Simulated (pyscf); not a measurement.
Optimised with ωB97X-D3(BJ)/def2-SVP in PySCF.

Estimate the classical barrier height and the reaction energy of H₂P–SiH₂–PH₂ + H₂ -> H₃Si–PH₂ + PH₃ at ωB97M-D3(BJ)/def2-TZVP. The step runs on the singlet surface, breaks P–Si, H–H and forms H–Si, H–P; take the separated reactants as zero.

ΔE‡ = 2.83 eV, ΔE = -0.04 eV. Zero-point energy shifts the barrier by +0.10 eV. It is a four-centre exchange, with an imaginary mode of 1583i cm⁻¹. At the saddle there is also a short H–Si contact that neither side keeps. This is the saddle that the search found; another between the same sides may lie lower.
